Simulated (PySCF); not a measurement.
Stepwise substitution at one centre (Si F-NH2). Gas-phase values, no solvent. One relaxed conformer stands for each flexible species; it need not be the lowest. Strings in code marks are SMILES.

Level of theory: PBE-D3(BJ)/def2-TZVP // B3LYP-D3(BJ)/def2-TZVP (PySCF 2.14.0). 

| species | dipole moment (D) | HOMO–LUMO gap (eV) | LUMO (eV) | S1 oscillator strength |
|---|---|---|---|---|
| 0 of 4 F replaced by NH2 (`F[Si](F)(F)F`) | 0.00 | 9.98 | -0.60 | 0.000 |
| 1 of 4 F replaced by NH2 (`N[Si](F)(F)F`) | 2.81 | 6.64 | -0.41 | … |
| 2 of 4 F replaced by NH2 (`[Si](F)(F)(N)N`) | 2.50 | … | … | 0.019 |
| 3 of 4 F replaced by NH2 (`N[Si](N)(N)F`) | – | 6.01 | – | 0.029 |

Complete the blanks.


- 1 of 4 F replaced by NH2 (`N[Si](F)(F)F`), S1 oscillator strength: 0.039
- 2 of 4 F replaced by NH2 (`[Si](F)(F)(N)N`), HOMO–LUMO gap (eV): 6.41
- 2 of 4 F replaced by NH2 (`[Si](F)(F)(N)N`), LUMO (eV): -0.15
